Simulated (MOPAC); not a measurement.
MOPAC input (PM6):

```
PM6 FORCE THERMO(298,298) PRECISE LET CHARGE=-1 GEO-OK AUX(PRECISION=9) THREADS=1
C3H5

C     1.27045847 1    0.18408679 1    0.00920156 1
C    -0.01311825 1    0.54183071 1   -0.00764774 1
H     1.65004078 1   -0.82066790 1    0.02667236 1
H     2.04707403 1    0.92126902 1    0.00615499 1
C    -1.14238811 1   -0.44622605 1   -0.00437029 1
H    -0.84336973 1   -1.49900574 1    0.01300663 1
H    -1.76477882 1   -0.25248424 1    0.87267342 1
H    -1.74839839 1   -0.27706802 1   -0.89784951 1
```

Problem. Which zero-point energy does it print?

Solution. 37.58 kcal/mol, from the harmonic wavenumbers of PM6.
